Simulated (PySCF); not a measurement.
**Orbital picture of BH**

RHF at R = 1.248 Å; basis B pcseg-1, H pcseg-1; no relativity; PySCF 2.14. State: ¹Σ⁺ (singlet), closed shell. Only the outer orbitals are listed, counted within each symmetry.

```csv
orbital,occ.,ε (eV),on B (%),main shells (%)
2σ,2,-17.54,57,"47 B s, 42 H s, 9 B p"
3σ,2,-9.40,88,"44 B s, 43 B p, 12 H s"
1π,0,1.42,100,100 B p
1π,0,1.42,100,100 B p
4σ,0,6.12,13,"87 H s, 26 B p"
```

Task: Which are the highest filled and the lowest empty level, where do they sit, and how wide is the gap?

Result: Highest filled 3σ at -9.40 eV (in %: 44 B s, 43 B p, 12 H s); lowest empty 1π at 1.42 eV (in %: 100 B p); the gap at RHF is 10.82 eV. An empty level above zero is unbound, and its energy depends on the basis.

| Quantity | Value |
| --- | --- |
| bond order (Mayer) | 0.87 |
| ⟨S²⟩ | 0.000 |
| charge on B (Mulliken, basis-dependent) | 0.10 |
| charge on B (Löwdin, basis-dependent) | 0.10 |
| dipole moment (positive dipole means B(−)H(+)) | 1.61 D |
| polarisability along the bond | 23.0 bohr³ |
| polarisability across the bond | 18.1 bohr³ |
